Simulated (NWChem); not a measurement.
**Correlation energy of Cl**

```xyz
1

Cl     0.0000     0.0000     0.0000
```
Charge 0, spin multiplicity 2.

All runs are NWChem calculations.

Basis set: cc-pVDZ. Each correlation energy counts from its own Hartree-Fock reference.

The correlated methods keep 5 core orbitals frozen. The stability of the SCF solutions was not checked. Open-shell Hartree-Fock references start from PBE0 orbitals. Coupled-cluster values serve here as a point of comparison, not as the truth.

Question: One of these methods gave a correlation energy of -107.8 mHa. Which?
A. UMP2
B. CCSDT on ROHF
C. SCS-UMP2
D. CCSD(T) on UHF

Answer: C, SCS-UMP2. The others give -127.7 (CCSD(T) on UHF), -109.8 (UMP2), -131.9 (CCSDT on ROHF).
